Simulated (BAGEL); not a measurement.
# HF/3-21G (density fitting with qzvpp-jkfit) run of CH5BS (SMILES CBS)

Aim: the energy change on altering one bond length of CH5BS at HF/3-21G (density fitting with qzvpp-jkfit), from 2 runs. 

Program for the calculation: BAGEL 1.2.2.

2 further runs of the same task are left out: 2 that didn't finish. Runs told in other sessions of the task aren't counted.

### 1 The molecule

CH5BS: 8 atoms, total charge 0, spin state singlet. As SMILES, `CBS`. The coordinates come from a PBE0-D4/def2-TZVP relaxation. This is one conformer, not always the lowest.

Bond lengths: C1–B2 1.558 Å, B2–S3 1.782 Å, C1–H4 1.096 Å, C1–H5 1.096 Å, C1–H6 1.092 Å, B2–H7 1.195 Å, S3–H8 1.343 Å. Angles: C1–B2–S3 119.7°, C1–B2–H7 121.8°, S3–B2–H7 118.5°, B2–C1–H4 109.6°, B2–C1–H5 109.5°, B2–C1–H6 115.2°, B2–S3–H8 98.9°, H4–C1–H5 105.3°, H4–C1–H6 108.4°, H5–C1–H6 108.4°.

### 2 The energy at HF/3-21G (density fitting with qzvpp-jkfit)

File input.json:

```json
{ "bagel": [

{
  "title": "molecule",
  "basis": "3-21g",
  "df_basis": "qzvpp-jkfit",
  "angstrom": true,
  "geometry": [
    { "atom": "C", "xyz": [      -0.632700,       0.847900,      -0.265800 ] },
    { "atom": "B", "xyz": [       0.342600,      -0.361800,      -0.154300 ] },
    { "atom": "S", "xyz": [       0.598100,      -1.148000,       1.424500 ] },
    { "atom": "H", "xyz": [      -1.413900,       0.622700,      -1.001100 ] },
    { "atom": "H", "xyz": [      -0.096800,       1.714400,      -0.670300 ] },
    { "atom": "H", "xyz": [      -1.113300,       1.144600,       0.668300 ] },
    { "atom": "H", "xyz": [       0.932300,      -0.785200,      -1.103800 ] },
    { "atom": "H", "xyz": [       1.475800,      -2.091700,       1.046800 ] }
  ]
},

{ "title": "hf" },

{ "title": "print", "file": "orbitals.molden", "orbitals": true }

]}
```

Command:

```console
$ BAGEL_NUM_THREADS=1 BAGEL input.json > input.out
```

The log of the run:

```text
* using 1 threads per process

  ===============================================================
  ===============================================================

  *** Geometry ***

  { "atom" : "C", "xyz" : [     -1.195630,      1.602299,     -0.502289 ] },
  { "atom" : "B", "xyz" : [      0.647420,     -0.683703,     -0.291585 ] },
  { "atom" : "S", "xyz" : [      1.130245,     -2.169406,      2.691915 ] },
  { "atom" : "H", "xyz" : [     -2.671884,      1.176732,     -1.891805 ] },
  { "atom" : "H", "xyz" : [     -0.182925,      3.239746,     -1.266683 ] },
  { "atom" : "H", "xyz" : [     -2.103832,      2.162981,      1.262904 ] },
  { "atom" : "H", "xyz" : [      1.761792,     -1.483813,     -2.085880 ] },
  { "atom" : "H", "xyz" : [      2.788858,     -3.952740,      1.978165 ] },

  Number of auxiliary basis functions:      368

  Since a DF basis is specified, we compute 2- and 3-index integrals:
    o Being stored without compression. Storage requirement is 0.005 GB

  Number of basis functions:       41
  Number of electrons      :       32

    * METHOD: MOLECULE                             0.15

  *** RHF ***

  === Nuclear Repulsion ===
    88.4338901975

      * DIIS with orbital gradients will be used.

  === RHF iteration (3-21g) ===
      0       -460.62435273          0.01871170           0.02
      1       -460.67751109          0.00532326           0.02
      2       -460.68240206          0.00158344           0.02
      3       -460.68288629          0.00016773           0.02
      4       -460.68289803          0.00005409           0.02
      5       -460.68289921          0.00001683           0.02
      6       -460.68289934          0.00000476           0.02
      7       -460.68289936          0.00000103           0.02
      8       -460.68289936          0.00000031           0.02
      9       -460.68289936          0.00000010           0.02
     10       -460.68289936          0.00000002           0.02
     11       -460.68289936          0.00000001           0.02
    * SCF iteration converged.

    * Permanent dipole moment:
           (   -0.128227,    -0.016435,     0.564223) a.u.

    * METHOD: HF                                   0.37

    * METHOD: PRINT                                0.01

  ===============================================================
```

Wall time 0.69 s (1 thread of Arm Neoverse N1, shared host).

### 3 The distorted shape

File input.json:

```json
{ "bagel" : [

{
  "title" : "molecule",
  "basis" : "3-21g",
  "df_basis" : "qzvpp-jkfit",
  "angstrom" : true,
  "geometry" : [
    { "atom" : "C", "xyz" : [      -0.398312,       0.915468,      -0.045183 ] },
    { "atom" : "B", "xyz" : [       0.576988,      -0.294232,       0.066317 ] },
    { "atom" : "S", "xyz" : [       0.832488,      -1.080432,       1.645117 ] },
    { "atom" : "H", "xyz" : [      -1.413900,       0.622700,      -1.001100 ] },
    { "atom" : "H", "xyz" : [       0.137588,       1.781968,      -0.449683 ] },
    { "atom" : "H", "xyz" : [      -0.878912,       1.212168,       0.888917 ] },
    { "atom" : "H", "xyz" : [       1.166688,      -0.717632,      -0.883183 ] },
    { "atom" : "H", "xyz" : [       1.710188,      -2.024132,       1.267417 ] }
  ]
},

{
  "title" : "hf"
},

{
  "title" : "print",
  "file" : "orbitals.molden",
  "orbitals" : true
}

]}
```

Command:

```console
$ BAGEL_NUM_THREADS=1 BAGEL input.json > input.out
```

The log of the run:

```text
* using 1 threads per process

  ===============================================================
  ===============================================================

  *** Geometry ***

  { "atom" : "C", "xyz" : [     -0.752701,      1.729984,     -0.085383 ] },
  { "atom" : "B", "xyz" : [      1.090349,     -0.556018,      0.125321 ] },
  { "atom" : "S", "xyz" : [      1.573174,     -2.041721,      3.108821 ] },
  { "atom" : "H", "xyz" : [     -2.671884,      1.176732,     -1.891805 ] },
  { "atom" : "H", "xyz" : [      0.260004,      3.367431,     -0.849778 ] },
  { "atom" : "H", "xyz" : [     -1.660903,      2.290666,      1.679810 ] },
  { "atom" : "H", "xyz" : [      2.204721,     -1.356128,     -1.668974 ] },
  { "atom" : "H", "xyz" : [      3.231787,     -3.825055,      2.395071 ] },

  Number of auxiliary basis functions:      368

  Since a DF basis is specified, we compute 2- and 3-index integrals:
    o Being stored without compression. Storage requirement is 0.005 GB

  Number of basis functions:       41
  Number of electrons      :       32

    * METHOD: MOLECULE                             0.15

  *** RHF ***

  === Nuclear Repulsion ===
    87.3889794288

      * DIIS with orbital gradients will be used.

  === RHF iteration (3-21g) ===
      0       -460.58606387          0.01796525           0.02
      1       -460.63703454          0.00538291           0.02
      2       -460.64209796          0.00178731           0.02
      3       -460.64267861          0.00019094           0.02
      4       -460.64269242          0.00006583           0.02
      5       -460.64269412          0.00001831           0.02
      6       -460.64269428          0.00000518           0.02
      7       -460.64269430          0.00000114           0.02
      8       -460.64269430          0.00000033           0.02
      9       -460.64269430          0.00000010           0.02
     10       -460.64269430          0.00000003           0.02
     11       -460.64269430          0.00000001           0.02
    * SCF iteration converged.

    * Permanent dipole moment:
           (   -0.198117,    -0.041293,     0.494979) a.u.

    * METHOD: HF                                   0.36

    * METHOD: PRINT                                0.01

  ===============================================================
```

Run time: 0.69 s. Hardware: 1 thread of Arm Neoverse N1, shared host.

### 4 Outcome

Level: HF/3-21G (density fitting with qzvpp-jkfit).

```
                                                         quantity          value
                                        first shape: total energy  -460.68290 Eh
                                       first shape: dipole moment         1.47 D
                                         first shape: HOMO energy      -10.90 eV
                                         first shape: LUMO energy        3.03 eV
                                       first shape: HOMO–LUMO gap       13.93 eV
                                    distorted shape: total energy  -460.64269 Eh
                                   distorted shape: dipole moment         1.36 D
                                     distorted shape: HOMO energy      -10.87 eV
                                     distorted shape: LUMO energy        2.79 eV
                                   distorted shape: HOMO–LUMO gap       13.67 eV
energy change with the C1–H4 bond stretched from 1.096 to 1.425 Å       1.094 eV
```

In words: With the C1–H4 bond stretched from 1.096 to 1.425 Å the energy rises by 1.09 eV (106 kJ/mol). The first shape isn't relaxed at this level, so the change isn't measured from a minimum.
